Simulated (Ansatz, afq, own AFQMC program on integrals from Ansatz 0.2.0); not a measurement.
Integrals from Ansatz 0.2.0, then the random walk in our own AFQMC program (afq).

```yaml
crystal:
  periodic: [false, false, false]
  atoms:
    - {symbol: H, position_ang: [-2.159214, 0.000000, 0.000000]}
    - {symbol: H, position_ang: [-1.104214, 0.000000, 0.000000]}
    - {symbol: C, position_ang: [0.218786, 0.000000, 0.000000]}
    - {symbol: H, position_ang: [0.218786, -1.080023, 0.000000]}
    - {symbol: H, position_ang: [0.218786, 0.540011, 0.935327]}
    - {symbol: H, position_ang: [0.218786, 0.540012, -0.935327]}
basis:
  gaussian: {orbitals: cc-pVTZ}
magnetization: {spin_polarized: true, initial_magnetization: 1}
correlation: {method: ccsd_t, electrons: outside_noble_gas, hamiltonian_folder: ham}
```

```sh
$ ansatz run in.yaml --threads 1 --pin off --events-out ev --progress --plain --max-ram 24576MiB --backend cuda --devices 0, --max-vram 18GiB
```

afq runs on the folder ham with

```
--method phaseless --trial hf --walkers 1100 --populations 20 --least-time 40 --time-step 0.005 --steps-per-block 20 --equilibration-blocks 112 --max-blocks 4000 --target-error 0.0009000 --factor-cut 1e-05 --start spin_pure --seed 2646 --taylor-order 6
```

Times are imaginary, in 1/Eh. The walk had a cap of 95 s. With eight or more populations the least sampling time is a fifth of least-time, and the error comes from their spread.

Output of the walk:

```
orbitals 99  electrons 5 4  factors 543 of 543
reference energy -40.65768003 Eh
CCSD correlation -0.23423456 Eh in 10 cycles, weight of the determinant in the CISD state 0.9063
energy of the start -40.659185 Eh
 block  time / (1/Eh)  mean weight  energy / Eh
     1     0.100  1.0009  -40.728492
     2     0.200  1.0014  -40.773158
     3     0.300  1.0010  -40.801584
     4     0.400  1.0016  -40.819133
     5     0.500  1.0013  -40.835408
     8     0.800  1.0004  -40.863397
    13     1.300  0.9998  -40.880509
    49     4.900  1.0005  -40.902837
    85     8.500  1.0006  -40.902274
   121    12.100  1.0002  -40.900241
   157    15.700  1.0004  -40.896276
   193    19.300  1.0002  -40.901362
   229    22.900  1.0003  -40.897235
   265    26.500  1.0002  -40.895696
   301    30.100  1.0001  -40.909823
   313    31.300  1.0000  -40.910184
   337    33.700  0.9992  -40.897028
   373    37.300  0.9999  -40.905649
   409    40.900  1.0007  -40.894351
   445    44.500  0.9993  -40.893948
   481    48.100  1.0007  -40.891393
   505    50.500  1.0004  -40.904830
error from the spread of 20 populations
energy -40.900524 +/- 0.000928 Eh
(rows thinned)
```

The run passed its tests (sampling time, drift between the halves within three errors, error under three times the target), which doesn't prove that it has relaxed, ending at its cap on processor time.

Against this walk (error 25.2 meV) on the same determinant: CCSD(T) 31.8 meV higher (within the noise), CCSDT(Q) 7.5 meV higher (within the noise), a separate phaseless walk with a CISD trial and standard settings 7.1 ± 25.6 meV higher (within the noise). The error is statistical and leaves out the bias of the constraint.

Cautions: constraint bias not in the error; unrestricted determinant slightly spin contaminated (⟨S²⟩ 0.81 against 0.75).

The walk took 95 s on 1 × NVIDIA H100 80GB HBM3 with 2 threads of AMD EPYC 7R13 Processor (Zen 3), with other jobs on the host (the card was shared). The log's last line is the phaseless energy.

CCSDT and higher add their correlation energy to the determinant of the CCSD(T) run, since their own runs factorise the integrals more tightly (a shift of under 2 meV). A walk keeps the symmetry of its determinant, which the program's search chose and which needn't be the lowest solution, so a lower state of the same spin and another symmetry isn't excluded.
